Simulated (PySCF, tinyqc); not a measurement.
Worked calculation: CIS on RHF in the sto-3g basis, frozen core, for BH, spin multiplicity 1. The lowest restricted solution is unstable here: a spin-polarised one lies 0.0133 hartree lower (PySCF). One step of it, computed by the program tinyqc.

Problem. CIS matrix, triplets. A(ia,jb) = (e_a - e_i) d_ij d_ab - (ij|ab).

orbital energies (hartree): [-7.334704, -0.610542, -0.244199, 0.269904, 0.269904, 0.822354]

Two-electron integrals over orbitals (pq|rs), unique and non-zero (hartree); the lowest 1 orbital is frozen and left out:
```
(22|22) 0.613134    (32|22) -0.074483   (32|32) 0.054124    (33|22) 0.413277
(33|32) 0.046387    (33|33) 0.583863    (42|42) 0.058255    (43|42) 0.042028
(43|43) 0.065981    (44|22) 0.466295    (44|32) 0.036539    (44|33) 0.512594
(44|44) 0.586773    (52|52) 0.058255    (53|52) 0.042028    (53|53) 0.065981
(54|54) 0.031630    (55|22) 0.466295    (55|32) 0.036539    (55|33) 0.512594
(55|44) 0.523513    (55|55) 0.586773    (62|22) 0.015228    (62|32) -0.050802
(62|33) -0.040614   (62|44) -0.088403   (62|55) -0.088403   (62|62) 0.122727
(63|22) -0.057375   (63|32) 0.045379    (63|33) 0.077959    (63|44) 0.032342
(63|55) 0.032342    (63|62) -0.049756   (63|63) 0.067809    (64|42) -0.037897
(64|43) -0.016600   (64|64) 0.034351    (65|52) -0.037897   (65|53) -0.016600
(65|65) 0.034351    (66|22) 0.598643    (66|32) -0.061421   (66|33) 0.459190
(66|44) 0.484263    (66|55) 0.484263    (66|62) 0.023982    (66|63) -0.041938
(66|66) 0.627723
```

Give: CIS matrix A, triplet.

Solution.

CIS matrix A, triplet (hartree), order 2>4, 2>5, 2>6, 3>4, 3>5, 3>6:
```
[[0.414, 0.000, 0.000, -0.037, 0.000, 0.000],
 [0.000, 0.414, 0.000, 0.000, -0.037, 0.000],
 [0.000, 0.000, 0.834, 0.000, 0.000, 0.061],
 [-0.037, 0.000, 0.000, 0.002, 0.000, 0.000],
 [0.000, -0.037, 0.000, 0.000, 0.002, 0.000],
 [0.000, 0.000, 0.061, 0.000, 0.000, 0.607]]
```
